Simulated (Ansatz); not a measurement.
Method: DFT, RPBE, plane waves (420 eV) with PAW, scalar-relativistic (Ansatz 0.2.0). (PAW data from PBE, frozen cores regenerated.)

An element in the bcc structure gives this curve. The cell is scaled uniformly from the relaxed one, with fractional coordinates and shape fixed. Energies are extrapolated to zero smearing, pressures are those at the given smearing. Magnetic state: spin not included.

```csv
V (Å³/atom),E − E₀ (meV/atom),P (GPa)
115.340,12.6,0.27
120.583,5.4,0.17
125.826,1.4,0.08
131.069,0.0,0.01
136.311,0.9,-0.05
141.554,3.5,-0.10
146.797,7.8,-0.14
```

(1) Which element is it?
A. lanthanum
B. caesium
C. barium
D. potassium

This functional, with no dispersion term, lets the cell expand far past the measured one.

Answers

(1) B. Its fit is V₀ = 131.52 Å³/atom, B₀ = 1.7 GPa, B₀′ = 3.5.
